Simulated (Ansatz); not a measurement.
1T (CdI2-type) PtS2, treated with PBE-D3(BJ) (Ansatz, an electronic-structure program, plane waves, PAW).

Task: Give the computed interlayer binding energy, layer repeat distance and gap between the layers.

Result: 
interlayer binding energy: 36.3 meV/Å²
layer repeat distance: 4.657 Å
gap between the layers: 2.245 Å

Spin–orbit coupling is not included.

Computed values are for the static lattice.
